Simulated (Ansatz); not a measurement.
# CH3BCl+ (SMILES B[CH+]Cl): functionals against CCSD(T) at one geometry

A test off equilibrium: a structure displaced at random from a GFN2-xTB minimum is computed at several levels, and each is set against CCSD(T).

Computed with Ansatz 0.2.0, Gaussian basis. Level: single points in def2-TZVPP.

Cores are frozen in the correlated methods.

### 1 Starting geometry

SMILES `B[CH+]Cl`, 6 atoms, charge 1, spin multiplicity 1.

Atoms are counted from 1 here; the program's logs count them from 0.

Bond lengths: B1–C2 1.475 Å, B1–H4 1.199 Å, B1–H5 1.006 Å, C2–Cl3 1.761 Å, C2–H6 1.086 Å. Angles: C2–B1–H4 129.3°, C2–B1–H5 126.7°, H4–B1–H5 103.9°, B1–C2–Cl3 136.1°, B1–C2–H6 113.4°, Cl3–C2–H6 110.6°.

Geometry (Å):

```
B    -0.5063   -0.3939   -0.4675
C     0.4711    0.3420    0.3564
Cl    2.1736    0.1618    0.7683
H    -1.3502   -1.1755   -0.1287
H    -0.6313   -0.3198   -1.4631
H     0.0571    1.2303    0.8251
```

### 2 CCSD(T)/def2-TZVPP

Contents of run/in.yaml:

```yaml
crystal:
  periodic: [false, false, false]
  atoms:
    - {symbol: B, position_ang: [-0.506300, -0.393900, -0.467500]}
    - {symbol: C, position_ang: [0.471100, 0.342000, 0.356400]}
    - {symbol: Cl, position_ang: [2.173600, 0.161800, 0.768300]}
    - {symbol: H, position_ang: [-1.350200, -1.175500, -0.128700]}
    - {symbol: H, position_ang: [-0.631300, -0.319800, -1.463100]}
    - {symbol: H, position_ang: [0.057100, 1.230300, 0.825100]}
basis:
  gaussian: {orbitals: def2-TZVPP}
total_charge: 1
correlation: {method: ccsd_t}
output: {forces: true}
```

The command line of these runs was not kept.

### 3 PBE0-D4/def2-TZVPP

Changes to run/in.yaml since step 2:

```diff
@@ -12,3 +12,3 @@
 total_charge: 1
-correlation: {method: ccsd_t}
-output: {forces: true}
+hamiltonian: {xc: pbe0, dispersion: d4}
+output: {forces: true, orbitals: {seedname: orbitals}}
```

### 4 wB97M-V/def2-TZVPP

Changes to run/in.yaml since step 3:

```diff
@@ -12,3 +12,3 @@
 total_charge: 1
-hamiltonian: {xc: pbe0, dispersion: d4}
-output: {forces: true, orbitals: {seedname: orbitals}}
+hamiltonian: {xc: {name: wB97M-V}}
+output: {forces: true}
```

### 5 r2SCAN-D4/def2-TZVPP

Changes to run/in.yaml since step 4:

```diff
@@ -12,3 +12,3 @@
 total_charge: 1
-hamiltonian: {xc: {name: wB97M-V}}
+hamiltonian: {xc: r2scan, dispersion: d4}
 output: {forces: true}
```

### 6 PBE-D4/def2-TZVPP

Changes to run/in.yaml since step 5:

```diff
@@ -12,3 +12,3 @@
 total_charge: 1
-hamiltonian: {xc: r2scan, dispersion: d4}
+hamiltonian: {xc: pbe, dispersion: d4}
 output: {forces: true}
```

### 7 CAM-B3LYP-D4/def2-TZVPP

Changes to run/in.yaml since step 6:

```diff
@@ -12,3 +12,3 @@
 total_charge: 1
-hamiltonian: {xc: pbe, dispersion: d4}
+hamiltonian: {xc: {name: CAM-B3LYP}, dispersion: d4}
 output: {forces: true}
```

### 8 LC-wPBE/def2-TZVPP

Changes to run/in.yaml since step 7:

```diff
@@ -12,3 +12,3 @@
 total_charge: 1
-hamiltonian: {xc: {name: CAM-B3LYP}, dispersion: d4}
+hamiltonian: {xc: {name: LC-wPBE}}
 output: {forces: true}
```

(Steps that only read results are left out.)

Q: Predict the outcome of this session. Wanted: energy less free atoms, CCSD(T)/def2-TZVPP; RMS force component; RMS force error; HOMO and LUMO, PBE0-D4; T1 diagnostic.

The runs gave:

| quantity | value |
| --- | --- |
| energy less free atoms, CCSD(T)/def2-TZVPP | -232.8 kcal/mol |
| RMS force component | 2.574 to 2.717 eV/Å over the methods |
| RMS force error | PBE0-D4 0.314, wB97M-V 0.173, r2SCAN-D4 0.388, PBE-D4 0.499, CAM-B3LYP-D4 0.227, LC-wPBE 0.274 eV/Å |
| HOMO and LUMO, PBE0-D4 | -15.76 and -10.53 eV |
| T1 diagnostic | 0.026 |

**Reading.** Against CCSD(T) the functionals' energies less atoms differ by -33.1 to -7.3 kcal/mol, PBE-D4 by -33.1 kcal/mol. A larger basis would deepen the CCSD(T) value, while the functionals are nearly converged already, so the order here is not reliable. The forces of wB97M-V come nearest to CCSD(T), those of PBE-D4 are farthest. Frozen-core CCSD(T) forces in triple zeta carry basis errors of their own, and this is one geometry, so small gaps rank nothing. The T1 diagnostic is large here, over the usual mark for main-group molecules (transition-metal compounds often pass it harmlessly), so CCSD(T) itself may be off.
